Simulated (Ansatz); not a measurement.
Results of BLYP in Ansatz (plane waves, PAW) for cubic perovskite BaTiO3 (cubic high-temperature phase).

Settings: plane-wave cutoff 520 eV, 8×8×8 k mesh, Fermi–Dirac smearing 0.01 eV, no spin polarisation, scalar-relativistic PAW data made under PBE.

Energies at three volumes about the minimum:

| V (Å³/atom) | E − E_lowest (meV/atom) |
|---|---|
| 13.157 | 2.64 |
| 13.426 | 0.00 |
| 13.694 | 2.46 |

**Question.** Fit a parabola by hand: where is the minimum, what lattice constant follows, and what is the bulk modulus?

**Answer.** Slopes: (0.00 − 2.64)/(13.426 − 13.157) = -9.814 and (2.46 − 0.00)/(13.694 − 13.426) = 9.179 meV/Å³. Curvature E″ = 2 × (9.179 − (-9.814))/(13.694 − 13.157) = 70.737 meV/Å⁶. From the middle of the first interval, the slope vanishes at V0 = 13.2915 − (-9.814)/70.737 = 13.430 Å³/atom. B = V0 E″ = 13.430 × 70.737 meV/Å³ × 0.1602 GPa per meV/Å³ = 152 GPa. With 5 atoms in the cube, a = (5 × 13.430)^(1/3) = 4.065 Å. The full Birch–Murnaghan fit to all volumes gives V0 = 13.426 Å³/atom and B0 = 152 GPa.

Measured, for comparison: bulk modulus 162 GPa (temperature not stated, no zero-point or thermal correction, our sources range from 162 to 173; as tabulated in Matsushita et al. (2011), arXiv:1104.2769). Computed (rounded) less measured: bulk modulus -6 % (-6 % to -12 % over the range).

Note: the relaxation could not lower the start's symmetry, so the cell can be a saddle point above a distorted one.

Ansatz is a first-principles code.
